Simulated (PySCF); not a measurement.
1-chloro-2-propanol, C3H7ClO, SMILES C[C@@H](O)CCl, point group C1.

Force field and properties: B3LYP/pcSseg-1 (PySCF, grid level 2). Vibrational terms come from second-order perturbation theory with semi-diagonal cubic constants, by steps of ±0.6 along the normal coordinates of each isotopologue. The parent has the commonest isotopes.

Equilibrium geometry (Å):

```
atom        x        y        z
  C1  -1.3684  -0.1154   0.7061
  C2  -0.1217   0.2573  -0.0857
  O3   0.1785   1.6105   0.2190
  C4   1.0412  -0.6615   0.2722
 Cl5   2.5318  -0.2379  -0.6956
  H6  -2.1810   0.5692   0.4452
  H7  -1.1825  -0.0245   1.7821
  H8  -1.6905  -1.1384   0.4844
  H9  -0.3279   0.1454  -1.1626
 H10   0.9850   1.8498  -0.2639
 H11   1.3199  -0.5499   1.3220
 H12   0.8204  -1.7074   0.0497
```

(1) Give the equilibrium and ground-state rotational constants (MHz) of parent; ³⁷Cl at 5.

(2) How is the parent's vibrational correction B0 − Be made up?

(3) And its quartic centrifugal distortion constants from the harmonic force field?

(4) Which nuclear quadrupole couplings χaa, χbb, χcc (MHz) does the parent show, at equilibrium and averaged?

A mode lies under 250 cm⁻¹, where this perturbation treatment is rough. Internal rotors are held in one well.

Results:

(1) 
```csv
species,Ae,Be,Ce,A0,B0,C0,Δ0 (u Å²),harmonic ZPE (cm⁻¹)
parent,8480.6,2148.6,1821.4,8386.9,2130.2,1804.4,-17.420,21781
³⁷Cl at 5,8479.6,2093,1781.4,8385.9,2075.1,1764.8,-17.432,21776
```

Δ0 = Ic − Ia − Ib from the ground-state constants.

(2) 
```csv
axis,harmonic,Coriolis,cubic,total (MHz)
a,14.4,-18.7,-89.4,-93.8
b,2.35,-1.13,-19.7,-18.4
c,0.959,-0.666,-17.3,-17
```

(3) Asymmetric top, A reduction, Ir representation: ΔJ = 0.343 kHz, ΔJK = 3.31 kHz, ΔK = 4.33 kHz, δJ = 0.0529 kHz, δK = 1.95 kHz.

(4) 35Cl at 5: -49.6, 15.3, 34.3 and -49.7, 15.5, 34.2.
